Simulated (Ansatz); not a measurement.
Relaxation of C3H3FS (8 atoms, charge 0, multiplicity 1), to a largest force component of 0.015 eV/Å in at most 40 steps.

These are results of Ansatz, RKS PBE/def2-SVP, not measurements.

```xyz
8
Properties=species:S:1:pos:R:3:forces:R:3
F -0.133 1.493 1.333 -1.58 1.38 1.71
C 0.501 0.881 0.344 0.68 -0.25 -0.64
C -0.305 -0.201 -0.219 0.75 3.47 2.48
C -1.423 -0.820 -0.200 -1.34 0.59 0.87
S -0.183 -1.515 -1.230 2.08 -4.36 -4.15
H 1.433 0.530 0.788 0.90 -0.82 -0.17
H 0.792 1.618 -0.422 0.08 0.21 -0.62
H -2.427 -0.948 0.077 -1.56 -0.22 0.52
```

Q: Where does it end, and by what steps?

A: The forces met the threshold. After 7 steps the energy has fallen by 0.684 eV; F1 moved furthest, 0.18 Å.

```
step  energy less start (eV)  largest force component (eV/Å)  accepted
   0                  0.0000                           4.357       yes
   1                 -0.4625                           2.394       yes
   2                 -0.6464                           0.799       yes
   3                 -0.6774                           0.206       yes
   4                 -0.6804                           0.141       yes
   5                 -0.6829                           0.081       yes
   6                 -0.6835                           0.036       yes
   7                 -0.6836                           0.006       yes
```

```xyz
8
Properties=species:S:1:pos:R:3
F -0.123 1.675 1.345
C 0.518 0.917 0.388
C -0.346 -0.157 -0.130
C -1.440 -0.846 -0.203
S -0.164 -1.519 -1.389
H 1.442 0.461 0.820
H 0.837 1.567 -0.461
H -2.467 -1.061 0.101
```

Run time: 22 s on 1 thread of Arm Neoverse V2, on a shared host, peak memory 0.12 GiB.
